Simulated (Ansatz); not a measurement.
Molecule: ketene, C₂H₂O, net charge 0, singlet state. SMILES: C=C=O
Coordinates optimised at B3LYP-D3(BJ)/def2-TZVP (Ansatz, an electronic-structure program):
```xyz
5

C      0.0091     0.0017    -1.2056
C     -0.0008    -0.0001     0.1027
H      0.0282     0.9401    -1.7377
H     -0.0018    -0.9351    -1.7406
O     -0.0096    -0.0018     1.2620
```
Charge 0, spin multiplicity 1.

Quantity: vertical triplet-singlet gap (E(triplet) - E(singlet); each state is the SCF solution reached for its spin), in eV. Valence correlation only, unless marked. UHF or UKS for open shells. No spin-orbit coupling. No relativistic terms. CBS marks a two-point X^-3 extrapolation of the correlation energy; Hartree-Fock from the larger set. The bracket is a focal-point correction in the basis named.

RI-MP2/CBS(aug-cc-pVTZ,aug-cc-pVQZ)+[CCSD(T)-MP2]/aug-cc-pVTZ (Ansatz) gives 3.82 eV.

Task: Another calculation gave 3.59 eV. Which level was it?
(A) PBE/def2-TZVPD (Ansatz)
(B) r2SCAN/def2-TZVPD (Ansatz)
(C) SVWN5/def2-TZVPD (Ansatz)

Result: A, PBE/def2-TZVPD (Ansatz). The others give 3.43 (r2SCAN), 3.80 (SVWN5) eV.
